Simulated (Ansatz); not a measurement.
## Pulling the pair apart

The pair of H₂O (SMILES O, atoms 1–3) and PH₃ (SMILES P, atoms 4–7), both closed shells, in one local arrangement (a lower one may exist), relaxed at PBE0-D4/def2-TZVP:

O1  (0.187, -0.027, -2.426)
H2  (-0.471, 0.588, -2.757)
H3  (0.082, -0.012, -1.467)
P4  (0.003, -0.079, 1.102)
H5  (-1.019, -0.666, 1.889)
H6  (0.176, 1.032, 1.964)
H7  (1.042, -0.837, 1.695)
(Å)

PH₃ is shifted rigidly along the line between the mean atom positions of the two fragments (negative: closer). Counterpoise interaction energies in kJ/mol. Computed with Ansatz 0.2.0 (basis: def2-TZVPPD); correlated methods freeze the cores. B3LYP uses VWN-RPA correlation.

| shift (Å) | HF | B3LYP-D4 | PBE0-D4 |
| --- | --- | --- | --- |
| -0.26 | 4.3 | -8.5 | -10.4 |
| -0.13 | -0.7 | -10.7 | -12.3 |
| 0.00 | -3.7 | -11.4 | -12.7 |
| 0.13 | -5.3 | -11.2 | -12.3 |
| 0.31 | -6.1 | -10.2 | -11.1 |
| 0.64 | -5.8 | -7.6 | -8.4 |
| 1.29 | -3.7 | -3.7 | -4.4 |
| 2.57 | -1.4 | -1.0 | -1.3 |

At the largest shift the D4 term itself is slightly repulsive (B3LYP-D4 +0.5 meV): a quirk of that model, not of the functional.

**Question.** What does CCSD(T) give at these shifts? (To be estimated.)

**Answer.** The calculation gives: -4.8, -7.7, -9.1, -9.4, -8.9, -7.1, -3.9, -1.3 kJ/mol. For zero shift, CCSD(T) at an estimated basis limit (MP2 extrapolated from triple and quadruple zeta, plus CCSD(T) − MP2 in triple zeta) gives -10.2 kJ/mol. These are counterpoise interaction energies, counted from the two frozen fragments.

The T1 diagnostic stays at or below 0.013.

For scale, one of the runs: CCSD(T)/def2-TZVPPD, 173 basis functions, launched by `ansatz run in.yaml --threads 2 --pin off --events-out ev --progress --plain --max-ram 5222MiB`. Time: 19 s of wall clock on 2 CPU threads of an Arm Neoverse V2; the host was shared. Peak host memory: 1.4 GiB.
